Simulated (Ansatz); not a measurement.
HfO2 (P2₁/c, No. 14)

All values below come from LDA (PAW; Ansatz, an electronic-structure program).

Run with plane-wave cutoff 500 eV, 6×6×6 k mesh, gaussian smearing 0.02 eV, scalar-relativistic PAW data made under PBE.

Cell: relaxed at this level.

For HfO2 (P2₁/c, No. 14), the volume per atom is 11.12 Å³/atom and the band gap is 3.94 eV (on the SCF k mesh).

Measured, for comparison: band gap 5.7 eV (temperature not stated, no zero-point or thermal correction, our sources range from 5.70 to 5.84; as tabulated in Choudhary et al. (2018), arXiv:1804.01032).

Note: the relaxation could not lower the start's symmetry, so the cell can be a saddle point above a distorted one.

Spin–orbit coupling is not included.

It cost very roughly 11 core-minutes of CPU time.
